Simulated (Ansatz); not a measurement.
Species: C₃H₆Cl, charge 0, multiplicity 2. It need not be the lowest isomer of its formula. SMILES: CC[CH]Cl
Coordinates optimised at B3LYP-D3(BJ)/def2-TZVP (Ansatz, a first-principles code):
```xyz
10

C      0.9000    -0.6643     0.0234
C      2.3619    -0.2179     0.0389
C     -0.0299     0.4815    -0.1187
H      0.6605    -1.2154     0.9391
H      0.7417    -1.3804    -0.7971
H      3.0262    -1.0779     0.1305
Cl    -1.7205     0.2293     0.0384
H      2.6221     0.3083    -0.8818
H      2.5581     0.4531     0.8767
H      0.2469     1.4178    -0.5809
```
Charge 0, spin multiplicity 2.

Computed values are from Ansatz. Valence correlation only, unless marked. Open shells are spin-unrestricted. No spin-orbit coupling. No relativistic terms. CBS marks a two-point X^-3 extrapolation of the correlation energy; Hartree-Fock from the larger set. [CCSD(T)-MP2]/basis is that difference in the basis named.

### Question
What is the total energy at RI-MP2/CBS(cc-pV(T+d)Z,cc-pV(Q+d)Z)+[CCSD(T)-MP2]/cc-pV(D+d)Z?

### Answer
-577.4751 Eh.

### Question
What is the dipole moment at wB97M-V/def2-TZVPD?

### Answer
1.63 D.

### Question
What is the T1 diagnostic at CCSD/aug-cc-pV(D+d)Z?

### Answer
0.013.

### Question
What is the atomisation energy De at RI-MP2/CBS(cc-pV(T+d)Z,cc-pV(Q+d)Z)+[CCSD(T)-MP2]/cc-pV(D+d)Z?

### Answer
881.6 kcal/mol.
